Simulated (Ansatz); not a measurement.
# Basis or method: quintet less triplet of B–AlH₂

B–AlH2, triplet; coordinates (Å): B 0.000 0.000 1.551; Al 0.000 0.000 -0.528; H 0.000 -1.411 -1.249; H 0.000 1.411 -1.249. Quantity: quintet less triplet, vertical.

Ansatz 0.2.0, basis 6-31G or cc-pVDZ or cc-pVTZ; geometries are PBE0/def2-TZVP minima. Wave-function levels freeze the cores; HF, MP2 and coupled cluster are restricted for singlets and unrestricted otherwise, Kohn–Sham unrestricted where that lies lower. MRCISD+Q stands on CASSCF in the full valence space. The reference is CCSDT(Q) or CCSDTQ or full CI (coupled cluster only where its series has nearly closed). Semilocal and hybrid functionals correlate all electrons outside any core potential and usually lie nearer their basis limit than the reference, so part of their error here is the reference's basis and frozen-core error; RPA and the MP2 part of double hybrids freeze the same cores as the reference. None of these values is a measured one. Energies are electronic, without zero-point terms. No spin–orbit coupling and no scalar relativity. The species are chosen: bound, without strong static correlation by their natural occupations or amplitudes, in their lowest spin state as far as vertical gaps and like structures tell, and with a ladder that closes on the reference, so errors are smaller than for species at large; levels whose determinant breaks symmetry or spin markedly are left out.

```json
{"level": "reference", "6-31G (kcal/mol)": "84.8 (full CI)", "cc-pVDZ (kcal/mol)": "86.8 (CCSDTQ)", "cc-pVTZ (kcal/mol)": "87.8 (CCSDT(Q))"}
{"level": "HF", "6-31G (kcal/mol)": "72.6", "cc-pVDZ (kcal/mol)": "65.9", "cc-pVTZ (kcal/mol)": "63.8"}
{"level": "CCSD(T)", "6-31G (kcal/mol)": "84.7", "cc-pVDZ (kcal/mol)": "86.6", "cc-pVTZ (kcal/mol)": "87.7"}
{"level": "MRCISD+Q", "6-31G (kcal/mol)": "84.9", "cc-pVDZ (kcal/mol)": "86.6", "cc-pVTZ (kcal/mol)": "87.9"}
{"level": "PBE", "6-31G (kcal/mol)": "89.6", "cc-pVDZ (kcal/mol)": "84.5", "cc-pVTZ (kcal/mol)": "83.5"}
{"level": "r2SCAN", "6-31G (kcal/mol)": "84.9", "cc-pVDZ (kcal/mol)": "79.5", "cc-pVTZ (kcal/mol)": "78.3"}
{"level": "B3LYP", "6-31G (kcal/mol)": "98.7", "cc-pVDZ (kcal/mol)": "94.0", "cc-pVTZ (kcal/mol)": "93.1"}
{"level": "wB97M-V", "6-31G (kcal/mol)": "101.5", "cc-pVDZ (kcal/mol)": "95.7", "cc-pVTZ (kcal/mol)": "94.7"}
```

From 6-31G to cc-pVTZ the reference moves by 3.0 kcal/mol and PBE by -6.1; the step from CCSD(T) to the reference is 0.1 in the first and 0.1 in the last.
